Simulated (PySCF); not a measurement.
# The bond of C2−, level by level

Aim: find the lowest electronic state of C2−, scan its bond at several levels of theory, and get bond length, wavenumber and dissociation energy from each curve.

The runs use PySCF 2.14.0; C aug-pcseg-1, no relativity.

2 further runs of the same task are left out: 2 set aside as unsound or not needed.

### Step 1. Set-up

The job is set up so:

* atoms: C, C
* charge: -1
* basis: C aug-pcseg-1
* Hamiltonian: no relativity
* basis functions: 46
* electrons treated: 13
* masses in u: 12.0000, 12.0000
* levels: PBE0, PBE, r²SCAN, TPSS, revPBE, BHandHLYP, HSE06, HF, MP2, SCS-MP2, CCSD, CCSD(T)
* grid: 80 radial by 434 angular points
* occupations: held fixed by the projection of orbital angular momentum
* dissociation limit: C + C−, each in its ground configuration
* starting distance in angstrom: 1.520
* values of 2S to try: 1, 3, 5

The run is started by

```
$ OMP_NUM_THREADS=1 python dia.py task.json out
```

The runs that follow: First curve: PBE0; Excited determinants; PBE (GGA); r²SCAN; TPSS (meta-GGA); revPBE; BHandHLYP (global hybrid GGA); HSE06 (range-separated hybrid); UHF (mean field); Adding correlation.

Before running it: what results should come out? Wanted: for each run, Re; ωe; De.

As calculated:

Lowest PBE0 solution found, without spin–orbit coupling: ²Σg⁺ (doublet), unpaired electrons σ ↑. State 2 has its PBE0 minimum 0.31 eV higher. The other levels ran on the lowest alone.

```csv
level,Re (Å),ωe (cm⁻¹),De (eV)
UHF,1.254,1934,4.52
UHF-MP2,1.288,1761,8.23
UHF-SCS-MP2,1.287,1769,8.13
UHF-CCSD,1.278,1814,7.29
UHF-CCSD(T),1.286,1766,7.68
PBE,1.277,1802,8.61
revPBE,1.281,1786,8.29
TPSS,1.276,1799,8.14
r²SCAN,1.270,1842,8.05
PBE0,1.266,1865,8.07
HSE06,1.266,1863,8.04
BHandHLYP,1.256,1908,7.40
```

De is counted to C + C− in their ground configurations.

Differences from CCSD(T) in the same basis:

```csv
level,Re (mÅ),ωe (%)
UHF,-33,+9.5
UHF-MP2,+2,-0.3
UHF-SCS-MP2,0,+0.2
UHF-CCSD,-8,+2.7
PBE,-9,+2.0
revPBE,-6,+1.1
TPSS,-10,+1.9
r²SCAN,-17,+4.3
PBE0,-20,+5.6
HSE06,-20,+5.5
BHandHLYP,-30,+8.1
```

What this shows: Judged by CCSD(T) in the same basis: best bond length UHF-SCS-MP2 (0 mÅ), worst UHF (-33 mÅ); best wavenumber UHF-SCS-MP2 (+0.2 %), worst UHF (+9.5 %). Hartree–Fock falls on the short and stiff side, its usual fault. CCSD(T) in a basis this small is itself some way from its limit, more so than the functionals. Of the levels with a De here, UHF gives the least (4.52 eV) and PBE the most (8.61 eV).

Correlated steps freeze 2 core orbitals. With some functionals the highest level of the anion is positive, from self-interaction error or because the anion is truly unbound there; the finite basis then holds the extra electron, and no neutral molecule was run to test the binding.
